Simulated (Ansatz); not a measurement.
**HSiBe, quartet: the ladder up to full CI**

Geometry: a point of a stretch scan, not a stationary point.

| atom | x (Å) | y (Å) | z (Å) |
| --- | --- | --- | --- |
| Si | 0.0000 | 0.0000 | -0.3799 |
| Be | 0.0000 | 0.0000 | -2.4591 |
| H | 0.0000 | 0.0000 | 2.8391 |

Basis 6-31G; Ansatz 0.2.0. Correlated methods freeze the noble-gas cores, which leaves 7 electrons in 18 orbitals. Prefix R: restricted or restricted open-shell reference; prefix U: unrestricted. Active spaces: valence = (7e, 9o) chosen from the atoms' valence shells; pair = (5e, 5o) about the gap.

Full CI is exact within this basis and frozen core; it isn't the basis-set limit. The frozen core follows each run's orbitals, which can shift R against U totals by a few meV.

Unrestricted rows (U) aren't spin-pure: their determinants' ⟨S²⟩ exceeds S(S+1) by up to 0.82, so they mix in states of higher spin.

* UHF ⟨S²⟩: 4.567
* T1 diagnostic (RCCSD): 0.0537
* largest doubles amplitude (RCCSD): 0.226
* T1 diagnostic (UCCSD): 0.1175

Q: From what is known of these methods and the diagnostics, rank them by the size of their error in total energy against full CI in 6-31G, smallest first (an estimate: the text doesn't fix the numbers).
A. RCCSDT(Q)
B. UMP2
C. CASSCF (valence space)
D. CASSCF (pair space)
E. RMP2

A: A (0.1 kJ/mol), C (48.1 kJ/mol), E (81.1 kJ/mol), B (90.2 kJ/mol), D (153.9 kJ/mol).

All errors are against full CI in 6-31G. With T1 at 0.054 and a doubles amplitude of 0.23 one determinant is a poor start. Within each family the higher level lies nearer, as is usual though not guaranteed.

The full-CI state has the irrep A2 of C2v, in the program's axes (one component, if the state is degenerate).

Natural occupations of full CI about the gap: 1.958 1.758 0.999 0.976 0.976 0.198 0.045 0.045 0.019 0.008; effectively unpaired electrons, Σ n²(2−n)², 3.33.
